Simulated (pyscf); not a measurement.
A first-order saddle from PySCF, ωB97X-D3(BJ)/def2-SVP:

```
N
H 1 1.0215
H 1 1.0223 2 111.04
H 1 1.5482 2 114.79 3 -150.72
Ge 4 1.6270 1 75.75 2 -108.45
Cl 5 2.1669 4 120.38 1 -80.43
Cl 5 2.1697 4 129.93 1 77.00
```
Charge 0, spin multiplicity 1.

Surface: singlet, charge 0. Lowest wavenumbers (cm⁻¹): 1539i, 65, 139, 201, 205.

Q: Name the species on either side of this saddle.

A: Cl–Ge:–Cl (SMILES [Cl][Ge][Cl]) [singlet] + NH₃ (SMILES N) <-> H₂N–GeH(Cl)–Cl (SMILES [NH2][GeH]([Cl])[Cl]), an insertion read from left to right: H–N broken and Ge–N, Ge–H formed. At CCSD(T)/def2-TZVPP + ΔMP2(QZVPP) it lies +1.78 eV from the left side and +2.48 eV from the right (each side as separated species at their lowest minima found). On the reactant side the descent ends in an adduct with a Ge–N contact, 1.04 eV under the separated species and 2.85 eV under the saddle at ωB97X-D3(BJ)/def2-TZVP. What is counted as formed (Ge–N) is already present as a longer contact in the reactant adduct; forming that adduct is a step of its own. One saddle was located; it need not be the lowest between these sides. The CCSD(T) − MP2 part came from Ansatz, without density fitting, on the same reference. The frozen core leaves the outer d or s,p core shells of the metals and heavy elements correlated in the MP2 and CC values, and def2-TZVPP describes them poorly, which can shift differences by a few kcal/mol. Elements up to Kr have no core potential and no relativistic terms here.
